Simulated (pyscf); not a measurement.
7 gas-phase steps of one pattern: hydrogen abstraction on the doublet surface, H–H broken and Ge–H or H–Si formed. PySCF, gas phase, ωB97X-D3(BJ)/def2-SVP geometries. Electronic energies in kcal/mol, from the separated reactants; ΔE‡ and ΔE at ωB97M-D3(BJ)/def2-TZVP. Rows were drawn at random from the steps of this pattern with a verified saddle, stable references and no exit in the data more than 5 kcal/mol lower.

| row | step | ΔE | ΔE‡ |
|---|---|---|---|
| 1 | HO–SiH•–OH (SMILES O[SiH]O) + H₂ (SMILES [H][H]) -> HO–SiH₂–OH (SMILES O[SiH2]O) + H• (SMILES [H]) | +7.6 | 14.8 |
| 2 | H₂N–SiH•–Cl (SMILES N[SiH]Cl) + H₂ (SMILES [H][H]) → H₂N–SiH₂–Cl (SMILES N[SiH2]Cl) + H• (SMILES [H]) | +9.9 | ? |
| 3 | F–SiH₂–SiH₂• (SMILES F[SiH2][SiH2]) + H₂ (SMILES [H][H]) -> F–SiH₂–SiH₃ (SMILES F[SiH2][SiH3]) + H• (SMILES [H]) | +14.9 | 19.2 |
| 4 | H₃Si–SiH•–Cl (SMILES [SiH3][SiH]Cl) + H₂ (SMILES [H][H]) → H₃Si–SiH₂–Cl (SMILES [SiH3][SiH2]Cl) + H• (SMILES [H]) | +15.2 | 19.2 |
| 5 | H₃C–GeH₂• (SMILES [CH3][GeH2]) + H₂ (SMILES [H][H]) -> H₃C–GeH₃ (SMILES [CH3][GeH3]) + H• (SMILES [H]) | +19.0 | 21.9 |
| 6 | H₃Si–Si•(SiH₃)–SiH₃ (SMILES [SiH3][Si]([SiH3])[SiH3]) + H₂ (SMILES [H][H]) → H₃Si–SiH(SiH₃)–SiH₃ (SMILES [SiH3][SiH]([SiH3])[SiH3]) + H• (SMILES [H]) | +20.0 | 23.1 |
| 7 | Cl–Ge•(Cl)–Cl (SMILES [Cl][Ge]([Cl])[Cl]) + H₂ (SMILES [H][H]) → Cl–GeH(Cl)–Cl (SMILES [Cl][GeH]([Cl])[Cl]) + H• (SMILES [H]) | +24.9 | 27.5 |

### Question
Fit ΔE‡ = a + b·ΔE to the other rows and predict row 2.

### Answer
Over the 6 complete rows the means are +16.9 (ΔE) and 20.9 (ΔE‡); least squares gives b = 0.73 and a = 8.6 kcal/mol, with residuals of 0.5 kcal/mol (root mean square; largest 0.7, row 7). For row 2: 8.6 + 0.73 × (+9.9) = 15.8 kcal/mol. The computed barrier is 15.1 kcal/mol, 0.7 under the line. The line follows the complete rows closely. Each barrier is that of the saddle found. Elements up to Kr have no core potential and no relativistic terms here.
